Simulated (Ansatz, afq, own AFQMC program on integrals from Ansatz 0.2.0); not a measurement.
# BHO, singlet → BHO⁺, doublet

```xyz
3

B     0.0000    0.0000    0.0084
O     0.0000    0.0000   -1.1895
H     0.0000    0.0000    1.1811
```

Connectivity, by distances: BH–O.

E(doublet, charge +1) − E(singlet, charge +0) at this geometry, on RHF and UHF determinants.

Basis cc-pVTZ. Noble-gas cores (and the filled d shells of Ga–Kr and In–Xe) are frozen. AFQMC by an in-house program on the Cholesky factors that Ansatz 0.2.0 writes for its CCSD(T) run. ph-AFQMC/CISD is guided by a CISD state made of CCSD amplitudes; releasing the constraint for a short imaginary time cuts its bias at the price of noise, slowly where states lie close. Free AFQMC starts from the CCSD state and is never constrained. Its projection time is finite, and what remains of the start isn't in its error. Error bars are statistical, one sigma. The errors of all members are added in quadrature.

No full CI on the walks' own integrals is used here; CCSDT(Q) serves as the reference and is uncertain by about the last step of the cluster series. Each member takes its own surest rung, up to full CI.

Errors are counted within cc-pVTZ, not against nature.

Cautions: BHO⁺ (doublet): the ph-AFQMC/HF walk drifts between its halves (2.0 errors).

Reference (CCSDT(Q)): 313.3 kcal/mol.

```tsv
level	vertical ionization energy (kcal/mol)	error against CCSDT(Q) (kcal/mol)
HF	265.5	-47.7
MP2	319.9	6.6
CCSD	308.9	-4.4
CCSD(T)	313.1	-0.1
CCSDT	312.8	-0.4
ph-AFQMC/HF	317.1 ± 0.8	3.9 ± 0.8
ph-AFQMC/CISD	313.4 ± 0.2	0.2 ± 0.2
released AFQMC	313.3 ± 0.2	0.0 ± 0.2
free AFQMC	312.9 ± 0.3	-0.4 ± 0.3
```

Correlation beyond CCSD(T) adds 0.1 kcal/mol. The perturbative (T) step is worth +4.2 kcal/mol.

Free projections are given only where their last times agree within the noise and don't stop above the reference; a slow remainder of the start can still hide under it. A walk keeps the symmetry of its determinant, which the program's search chose and which needn't be the lowest solution, so a lower state of the same spin and another symmetry isn't excluded. Released energies are given only where the last usable release times agree within the noise; a slower fall can still hide under it.
